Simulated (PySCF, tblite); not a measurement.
# difluoromethane (CH2F2): dynamics, then NMR shifts on frames

Aim: move difluoromethane (CH2F2) (`FCF`) away from its starting geometry and see how NMR shifts follow the geometry.

Programs: tblite 0.8.0 and PySCF 2.14.0, with density-fitted response routines of our own. Each step states its level of theory. These are calculated values for one molecule in the gas phase, unless marked as measured. Atoms are numbered from 0 throughout.

### 1 Starting geometry

5 atoms, charge 0, multiplicity 1; geometry from: GFN2-xTB.

Bonds of the start (Å): F0–C1 1.34, C1–F2 1.34, C1–H3 1.10, C1–H4 1.10.

### 2 Dynamics with GFN2-xTB

What the job is given:

```
{"job": {"kind": "md", "xc": "GFN2-xTB", "basis": "xTB", "temperature": 200, "steps": 2000, "every": 50, "frames": 5}, "charge": 0, "multiplicity": 1}
F     -1.061798     0.749492    -0.067319
C     -0.000677    -0.072943    -0.001414
F      1.112605     0.679818     0.021301
H     -0.057188    -0.650432     0.931565
H      0.015680    -0.703082    -0.901319
```

Method: GFN2-xTB Langevin dynamics, gas phase.

Run with:

```
$ OMP_NUM_THREADS=1 python probes_run.py task.json out
```

The driver reads the jobs from task.json and runs them one after another.

What it wrote:

```text
t/fs     T/K      E/eV
    0.0    77.6   -343.33297
   25.0    66.8   -343.27534
   50.0   182.7   -343.30902
   75.0   143.3   -343.25160
  100.0   156.3   -343.27173
  125.0   113.0   -343.25874
  150.0   155.3   -343.25964
  175.0   204.6   -343.26452
  200.0   154.8   -343.26081
  225.0   199.2   -343.26254
  250.0   196.8   -343.28637
  275.0   149.8   -343.25285
  300.0   175.2   -343.23701
  325.0   187.9   -343.22739
  350.0   129.3   -343.18998
  375.0   176.2   -343.23006
  400.0   133.1   -343.20760
  425.0   231.8   -343.28370
  450.0   185.9   -343.23856
  475.0   243.9   -343.25113
  500.0   212.9   -343.23702
  525.0   224.6   -343.23912
  550.0   328.1   -343.27798
  575.0   368.7   -343.27750
  600.0   367.2   -343.17909
  625.0   512.7   -343.26234
  650.0   395.2   -343.22975
  675.0   345.6   -343.25460
  700.0   274.4   -343.19643
  725.0   349.1   -343.22496
  750.0   268.0   -343.22260
  775.0   240.4   -343.21992
  800.0   226.0   -343.23746
  825.0   142.8   -343.26410
  850.0   111.7   -343.30323
  875.0   145.6   -343.30409
  900.0   164.3   -343.30371
  925.0   216.4   -343.30862
  950.0   264.1   -343.26345
  975.0   247.1   -343.21392
 1000.0   246.3   -343.23688
```

It took 2.5 s on 1 thread of INTEL XEON PLATINUM 8581C at 2.10GHz, shared host; peak memory 0.18 GiB.

Distance from the start (root mean square after alignment): 0 fs 0.00 Å, 200 fs 0.03 Å, 400 fs 0.05 Å, 600 fs 0.06 Å, 800 fs 0.05 Å, 1000 fs 0.05 Å.

Positions (Å) and forces (eV/Å) at 1000 fs:

```xyz
5

F    -1.119    0.692   -0.639    0.183   -0.396    0.137
C    -0.053   -0.111   -0.889    0.502    0.627    0.864
F    -0.504   -1.355   -1.151    0.387    0.715   -0.162
H     0.500    0.406   -1.702   -0.244   -0.802   -0.179
H     0.623   -0.133    0.029   -0.828   -0.143   -0.660
```

### 3 Shielding tensors: 250 fs, PBE0/pcSseg-1

What the job is given:

```
{"job": {"kind": "nmr", "xc": "PBE0", "basis": "pcSseg-1", "pop": false}, "charge": 0, "multiplicity": 1}
F     -1.198100     0.774400     0.472500
C     -0.392100     0.166300    -0.458200
F      0.816800     0.650600    -0.296900
H     -0.378200    -0.889500    -0.265000
H     -0.809800     0.402900    -1.467100
```

With the program's defaults for keys left out, this is: GIAO PBE0/pcSseg-1 NMR shielding, non-relativistic, gas phase.

What it wrote:

```text
coarse grid: 4504 points
cycle   1  E = -238.6382137698  dE =  3.048e-01  |g| = 6.128e-01  |ddm| = 1.695e+00
cycle   2  E = -238.5860177210  dE =  5.220e-02  |g| = 8.679e-01  |ddm| = 6.518e-01
cycle   3  E = -238.6967707087  dE = -1.108e-01  |g| = 2.737e-02  |ddm| = 3.807e-01
cycle   4  E = -238.6968447505  dE = -7.404e-05  |g| = 1.620e-02  |ddm| = 1.771e-02
cycle   5  E = -238.6968781503  dE = -3.340e-05  |g| = 4.670e-03  |ddm| = 8.833e-03
cycle   6  E = -238.6968811846  dE = -3.034e-06  |g| = 3.713e-04  |ddm| = 2.129e-03
final grid: 45160 points
cycle   7  E = -238.7267968393  dE = -1.967e-05  |g| = 4.977e-03  |ddm| = 1.045e-02
cycle   8  E = -238.7267947818  dE =  2.058e-06  |g| = 6.367e-03  |ddm| = 5.603e-03
cycle   9  E = -238.7268018082  dE = -7.026e-06  |g| = 6.539e-04  |ddm| = 2.919e-03
cycle  10  E = -238.7268018754  dE = -6.713e-08  |g| = 1.252e-04  |ddm| = 4.485e-04
cycle  11  E = -238.7268018774  dE = -2.086e-09  |g| = 4.319e-05  |ddm| = 6.808e-05
cycle  12  E = -238.7268018777  dE = -2.378e-10  |g| = 1.205e-05  |ddm| = 2.344e-05
converged SCF energy = -238.7268018777

GIAO shielding tensors (ppm)
atom      isotropic    diamagn.    paramagn.     s11        s22        s33       span
  0 F      322.232     472.256    -150.024    194.063    341.340    431.292    237.228
  1 C       73.884     237.627    -163.744     54.933     69.004     97.714     42.780
  2 F      334.432     471.906    -137.474    235.320    313.088    454.889    219.569
  3 H       26.145      28.443      -2.297     22.541     26.279     29.617      7.077
  4 H       25.379      26.434      -1.056     21.783     25.202     29.151      7.368
```

Run time: 1.5 s. Hardware: 1 thread of INTEL XEON PLATINUM 8581C at 2.10GHz, shared host; peak memory 0.29 GiB.

The references, computed at this level on geometries of the same kind, shield at (ppm): ¹H TMS 31.72, ¹³C TMS 186.9, ¹⁹F CFCl3 170.9. Their shielding less the atom's gives the shift. The references are single molecules in the gas phase, so shifts against H2O, NH3, PH3, H3PO4 or CFCl3 are not on the usual liquid scales and can be off by tens of ppm. Each atom is listed at this fixed geometry, with no averaging over motion; a spectrum would average atoms that exchange fast.

| atoms | environment | σ (ppm) | δ (ppm) |
| --- | --- | --- | --- |
| C1 | sp3 CH2 bonded to 2 F | 73.9 | 113.0 |
| H4 | hydrogen on an sp3 CH2 bonded to 2 F | 25.38 | 6.34 |
| H3 | hydrogen on an sp3 CH2 bonded to 2 F | 26.15 | 5.57 |
| F0 | fluorine of a CF2 group | 322.2 | -151.3 |
| F2 | fluorine of a CF2 group | 334.4 | -163.5 |

### 4 Shielding tensors: 425 fs, PBE0/pcSseg-1

What the job is given:

```
{"job": {"kind": "nmr", "xc": "PBE0", "basis": "pcSseg-1", "pop": false}, "charge": 0, "multiplicity": 1}
F     -1.240400     0.605800     0.513200
C     -0.593800     0.111700    -0.584600
F      0.730800     0.395400    -0.459800
H     -0.729500    -0.981500    -0.554500
H     -0.935800     0.668700    -1.431500
```

Method: GIAO PBE0/pcSseg-1 NMR shielding, non-relativistic, gas phase.

What it wrote:

```text
coarse grid: 4504 points
cycle   1  E = -238.6337717574  dE =  2.563e-01  |g| = 6.268e-01  |ddm| = 1.681e+00
cycle   2  E = -238.5730421948  dE =  6.073e-02  |g| = 9.101e-01  |ddm| = 6.760e-01
cycle   3  E = -238.6960777464  dE = -1.230e-01  |g| = 2.155e-02  |ddm| = 3.968e-01
cycle   4  E = -238.6961474511  dE = -6.970e-05  |g| = 4.813e-03  |ddm| = 1.221e-02
cycle   5  E = -238.6961500153  dE = -2.564e-06  |g| = 2.271e-03  |ddm| = 3.046e-03
final grid: 45160 points
cycle   6  E = -238.7271676383  dE = -2.119e-05  |g| = 6.675e-03  |ddm| = 1.133e-02
cycle   7  E = -238.7271629231  dE =  4.715e-06  |g| = 8.904e-03  |ddm| = 7.309e-03
cycle   8  E = -238.7271760120  dE = -1.309e-05  |g| = 7.740e-04  |ddm| = 3.968e-03
cycle   9  E = -238.7271761128  dE = -1.008e-07  |g| = 1.299e-04  |ddm| = 5.347e-04
cycle  10  E = -238.7271761151  dE = -2.355e-09  |g| = 4.775e-05  |ddm| = 7.481e-05
cycle  11  E = -238.7271761154  dE = -2.880e-10  |g| = 1.460e-05  |ddm| = 2.549e-05
converged SCF energy = -238.7271761154

GIAO shielding tensors (ppm)
atom      isotropic    diamagn.    paramagn.     s11        s22        s33       span
  0 F      320.590     472.654    -152.064    194.253    331.169    436.349    242.096
  1 C       69.785     236.675    -166.890     47.130     73.756     88.469     41.339
  2 F      321.812     473.620    -151.808    198.754    328.772    437.911    239.157
  3 H       25.355      27.115      -1.760     21.339     25.602     29.123      7.784
  4 H       25.906      27.475      -1.569     21.813     26.428     29.477      7.663
```

It took 1.2 s on 1 thread of INTEL XEON PLATINUM 8581C at 2.10GHz, shared host; peak memory 0.3 GiB.

In short: δ C1 117.1, F0 -149.6, F2 -150.9, H3 6.36, H4 5.81 ppm.

### 5 NMR shieldings: 625 fs, PBE0/pcSseg-1

What the job is given:

```
{"job": {"kind": "nmr", "xc": "PBE0", "basis": "pcSseg-1", "pop": false}, "charge": 0, "multiplicity": 1}
F     -1.091500     0.571800    -0.444000
C     -0.531000    -0.315700    -1.308800
F      0.751400    -0.570700    -1.019100
H     -1.132200    -1.224100    -1.285500
H     -0.508100     0.216300    -2.321900
```

Method: GIAO PBE0/pcSseg-1 NMR shielding, non-relativistic, gas phase.

What it wrote:

```text
coarse grid: 4504 points
cycle   1  E = -238.6348474433  dE =  2.629e-01  |g| = 6.174e-01  |ddm| = 1.687e+00
cycle   2  E = -238.5794904157  dE =  5.536e-02  |g| = 8.830e-01  |ddm| = 6.513e-01
cycle   3  E = -238.6948814115  dE = -1.154e-01  |g| = 2.300e-02  |ddm| = 3.819e-01
cycle   4  E = -238.6949529785  dE = -7.157e-05  |g| = 7.705e-03  |ddm| = 1.297e-02
cycle   5  E = -238.6949578277  dE = -4.849e-06  |g| = 4.996e-03  |ddm| = 5.457e-03
cycle   6  E = -238.6949613773  dE = -3.550e-06  |g| = 4.512e-04  |ddm| = 2.293e-03
final grid: 45160 points
cycle   7  E = -238.7259432765  dE = -2.203e-05  |g| = 5.303e-03  |ddm| = 9.441e-03
cycle   8  E = -238.7259400374  dE =  3.239e-06  |g| = 7.187e-03  |ddm| = 5.714e-03
cycle   9  E = -238.7259485889  dE = -8.552e-06  |g| = 4.836e-04  |ddm| = 3.079e-03
cycle  10  E = -238.7259486296  dE = -4.067e-08  |g| = 1.383e-04  |ddm| = 3.973e-04
cycle  11  E = -238.7259486326  dE = -3.026e-09  |g| = 2.593e-05  |ddm| = 7.987e-05
cycle  12  E = -238.7259486327  dE = -6.349e-11  |g| = 1.478e-05  |ddm| = 1.719e-05
converged SCF energy = -238.7259486327

GIAO shielding tensors (ppm)
atom      isotropic    diamagn.    paramagn.     s11        s22        s33       span
  0 F      320.066     474.455    -154.389    203.898    323.487    432.813    228.914
  1 C       70.481     232.702    -162.222     49.076     75.227     87.139     38.063
  2 F      324.296     473.756    -149.460    217.853    315.785    439.252    221.399
  3 H       25.695      26.580      -0.884     21.783     26.242     29.061      7.277
  4 H       24.771      25.026      -0.254     20.509     24.981     28.824      8.315
```

Run time: 1.2 s. Hardware: 1 thread of INTEL XEON PLATINUM 8581C at 2.10GHz, shared host; peak memory 0.3 GiB.

This run: δ C1 116.4, F0 -149.1, F2 -153.4, H4 6.95, H3 6.02 ppm.

### 6 Shielding tensors: 800 fs, PBE0/pcSseg-1

What the job is given:

```
{"job": {"kind": "nmr", "xc": "PBE0", "basis": "pcSseg-1", "pop": false}, "charge": 0, "multiplicity": 1}
F     -1.072200     0.372000    -1.025600
C     -0.231600    -0.419800    -1.674000
F      0.063400    -1.424700    -0.822900
H     -0.746500    -0.796100    -2.615200
H      0.673400     0.044000    -1.952900
```

Method: GIAO PBE0/pcSseg-1 NMR shielding, non-relativistic, gas phase.

What it wrote:

```text
coarse grid: 4504 points
cycle   1  E = -238.6381794607  dE =  3.197e-01  |g| = 6.071e-01  |ddm| = 1.701e+00
cycle   2  E = -238.5892539970  dE =  4.893e-02  |g| = 8.509e-01  |ddm| = 6.417e-01
cycle   3  E = -238.6953119932  dE = -1.061e-01  |g| = 2.405e-02  |ddm| = 3.732e-01
cycle   4  E = -238.6953882174  dE = -7.622e-05  |g| = 8.072e-03  |ddm| = 1.297e-02
cycle   5  E = -238.6953938055  dE = -5.588e-06  |g| = 5.017e-03  |ddm| = 5.621e-03
cycle   6  E = -238.6953973341  dE = -3.529e-06  |g| = 4.220e-04  |ddm| = 2.278e-03
final grid: 45160 points
cycle   7  E = -238.7246165223  dE = -1.812e-05  |g| = 4.777e-03  |ddm| = 9.969e-03
cycle   8  E = -238.7246149596  dE =  1.563e-06  |g| = 5.921e-03  |ddm| = 5.353e-03
cycle   9  E = -238.7246211409  dE = -6.181e-06  |g| = 6.209e-04  |ddm| = 2.738e-03
cycle  10  E = -238.7246212001  dE = -5.924e-08  |g| = 1.066e-04  |ddm| = 4.229e-04
cycle  11  E = -238.7246212017  dE = -1.575e-09  |g| = 2.388e-05  |ddm| = 5.599e-05
cycle  12  E = -238.7246212018  dE = -5.582e-11  |g| = 1.308e-05  |ddm| = 1.577e-05
converged SCF energy = -238.7246212018

GIAO shielding tensors (ppm)
atom      isotropic    diamagn.    paramagn.     s11        s22        s33       span
  0 F      334.338     473.962    -139.624    229.790    322.455    450.768    220.978
  1 C       75.114     233.565    -158.451     57.346     65.703    102.294     44.948
  2 F      328.684     474.102    -145.419    211.644    333.209    441.198    229.554
  3 H       25.159      24.874       0.285     21.732     24.680     29.065      7.333
  4 H       26.497      28.490      -1.993     23.289     26.559     29.644      6.355
```

Wall time 1.2 s (1 thread of INTEL XEON PLATINUM 8581C at 2.10GHz, shared host); peak memory 0.3 GiB.

In short: δ C1 111.8, F2 -157.7, F0 -163.4, H3 6.56, H4 5.22 ppm.

### 7 Nuclear shieldings: 1000 fs, PBE0/pcSseg-1

What the job is given:

```
{"job": {"kind": "nmr", "xc": "PBE0", "basis": "pcSseg-1", "pop": false}, "charge": 0, "multiplicity": 1}
F     -1.118500     0.692200    -0.639300
C     -0.052600    -0.110600    -0.888600
F     -0.504500    -1.355200    -1.150900
H      0.500500     0.405500    -1.701500
H      0.622500    -0.133100     0.029500
```

Level: GIAO PBE0/pcSseg-1 NMR shielding, non-relativistic, gas phase.

What it wrote:

```text
coarse grid: 4504 points
cycle   1  E = -238.6332648030  dE =  2.454e-01  |g| = 6.213e-01  |ddm| = 1.681e+00
cycle   2  E = -238.5745315455  dE =  5.873e-02  |g| = 8.977e-01  |ddm| = 6.634e-01
cycle   3  E = -238.6946152836  dE = -1.201e-01  |g| = 2.277e-02  |ddm| = 3.901e-01
cycle   4  E = -238.6946884892  dE = -7.321e-05  |g| = 5.362e-03  |ddm| = 1.204e-02
cycle   5  E = -238.6946915284  dE = -3.039e-06  |g| = 2.589e-03  |ddm| = 3.855e-03
final grid: 45160 points
cycle   6  E = -238.7250283516  dE = -1.777e-05  |g| = 6.698e-03  |ddm| = 1.027e-02
cycle   7  E = -238.7250233896  dE =  4.962e-06  |g| = 8.986e-03  |ddm| = 7.520e-03
cycle   8  E = -238.7250369352  dE = -1.355e-05  |g| = 7.438e-04  |ddm| = 4.028e-03
cycle   9  E = -238.7250370311  dE = -9.592e-08  |g| = 1.278e-04  |ddm| = 5.384e-04
cycle  10  E = -238.7250370334  dE = -2.325e-09  |g| = 4.185e-05  |ddm| = 7.436e-05
cycle  11  E = -238.7250370336  dE = -2.141e-10  |g| = 1.435e-05  |ddm| = 2.282e-05
converged SCF energy = -238.7250370336

GIAO shielding tensors (ppm)
atom      isotropic    diamagn.    paramagn.     s11        s22        s33       span
  0 F      321.802     472.323    -150.520    204.442    321.207    439.758    235.315
  1 C       70.061     239.839    -169.778     51.529     62.856     95.798     44.269
  2 F      324.390     470.397    -146.007    213.967    326.967    432.236    218.268
  3 H       25.234      26.638      -1.404     21.799     25.207     28.698      6.899
  4 H       24.945      27.467      -2.522     21.534     24.745     28.556      7.022
```

Wall time 1.3 s (1 thread of INTEL XEON PLATINUM 8581C at 2.10GHz, shared host); peak memory 0.3 GiB.

Key values: δ C1 116.9, F0 -150.9, F2 -153.4, H4 6.77, H3 6.48 ppm.

### 8 Side by side: NMR shifts

Shifts (ppm), with basis size and wall time:

| frame | C1 | H4 | H3 | F0 | F2 | functions | time |
| --- | --- | --- | --- | --- | --- | --- | --- |
| 250 fs | 113.0 | 6.34 | 5.57 | -151.3 | -163.5 | 61 | 1.5 s |
| 425 fs | 117.1 | 5.81 | 6.36 | -149.6 | -150.9 | 61 | 1.2 s |
| 625 fs | 116.4 | 6.95 | 6.02 | -149.1 | -153.4 | 61 | 1.2 s |
| 800 fs | 111.8 | 5.22 | 6.56 | -163.4 | -157.7 | 61 | 1.2 s |
| 1000 fs | 116.9 | 6.77 | 6.48 | -150.9 | -153.4 | 61 | 1.3 s |

### 9 Results

```
                                        quantity                 value
                                      thermostat                 200 K
                   mean temperature, second half                 269 K
         mean potential energy above the minimum               0.08 eV
  ¹³C shifts against TMS (PBE0/pcSseg-1, 250 fs)             113.0 ppm
   ¹H shifts against TMS (PBE0/pcSseg-1, 250 fs)        6.34, 5.57 ppm
¹⁹F shifts against CFCl3 (PBE0/pcSseg-1, 250 fs)    -151.3, -163.5 ppm
                        range of the shift of F0  -163.4 to -149.1 ppm
```

What this shows: In the second half the potential energy averages 0.08 eV above the minimum; equipartition over 9 harmonic modes at 200 K would give 0.08 eV. With 5 atoms the temperature swings widely (67 to 513 K). Shifts at one fixed geometry are not the observed spectrum, which averages over the motion. In the first frame run (250 fs): The largest span, 237 ppm, is at F0, where the paramagnetic term is -150 ppm. Across the 5 runs the shift of F0 moves most, between -163.4 (800 fs) and -149.1 ppm (625 fs).
